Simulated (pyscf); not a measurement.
PySCF, gas phase, ωB97X-D3(BJ)/def2-SVP geometries. MP2 and CC: frozen core, UHF for open shells. ΔMP2 is the change of the MP2 total energy from the triple- to the quadruple-zeta basis.

**Question.** Estimate by transition-state theory the rate constant of NH₃ + NH₂• → H₂N–NH₂ + H• (doublet surface; H–N broken, N–N formed) at 900 K, with CCSD(T)/def2-TZVPP + ΔMP2(QZVPP) energies (ideal gas, 1 atm, RRHO with modes under 100 cm⁻¹ raised to 100, one conformer, R ln 2 for rigid chiral ones; no tunnelling).

**Answer.** The electronic barrier is 52.7 kcal/mol and the thermal terms add +29.2, so ΔG‡ = 81.9 kcal/mol. With k_BT/h = 1.88e+13 s⁻¹ and RT = 1.788 kcal/mol, and a volume of 1.23e-19 cm³ per molecule at 1 atm, k = 3.0e-26 cm³ molecule⁻¹ s⁻¹. Wigner's tunnelling factor for 1439i cm⁻¹ would be 1.22. A shift of 1 kcal/mol in the barrier changes k by a factor 1.7. The same reactants have a lower exit, to NH₃ + NH₂• (barrier +9.9 kcal/mol at ωB97M-D3(BJ), against +51.3 kcal/mol here). One saddle was located; it need not be the lowest between these sides. The angle at the attacked N is 157°. The CCSD(T) − MP2 part came from Ansatz, without density fitting, on the same reference.
